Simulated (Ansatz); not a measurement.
Ideal-gas functions of `O[BH][AlH2]` at 400 K and 1 bar, from an Ansatz frequency run at PBE0-D4/def2-TZVP.

Molar mass 57.83 g/mol, point group Cs (symmetry number 1), electronic degeneracy 1, moments of inertia 12.693, 120.595, 125.851 u Å². Harmonic wavenumbers (cm⁻¹, unscaled): 105, 191, 321, 486, 597, 608, 784, 881, 991, 1186, 1330, 1889, 1891, 2487, 3833.

Use S(trans) = R[1.5 ln M + 2.5 ln T − 1.1517]; rotational temperatures θ = 24.2544 K / I; S(rot) = R[ln(√π/σ · √(T³/θAθBθC)) + 1.5]; for each mode x = 1.438777 ν̃/T, S = R[x/(eˣ − 1) − ln(1 − e⁻ˣ)] and H = RT x/(eˣ − 1); 1 cm⁻¹ = 0.0119627 kJ/mol; R = 8.31446 J/(mol·K).

Task: By hand: the entropy, in J/(mol·K).

Result: Translation 165.6. Rotation: θ = 1.9108, 0.2011, 0.1927 K, giving 102.8. Vibration, mode by mode: 16.46, 11.60, 7.57, 4.65, 3.39, 3.29, 2.00, 1.51, 1.10, 0.62, 0.41, 0.07, 0.07, 0.01, 0.00, in all 52.8. Electronic 0.0. Sum 321.2 J/(mol·K).

Task: By hand: H − E and G − E in kJ/mol, counted from the electronic energy.

Result: Zero-point energy ½ × 17580 × 0.0119627 = 105.2; thermal vibration 11.7; translation, rotation and pV give 4 RT = 13.3. H − E = 130.2 kJ/mol, and G − E = 130.2 − 400 × 321.2/1000 = 1.7 kJ/mol.

Vibration gives 16 % of the entropy, 16.5 J/(mol·K) of it from the mode under 150 cm⁻¹: soft modes count most, and the harmonic formula is weakest for them. The sum counts one conformer and one mirror image; others add a mixing term.
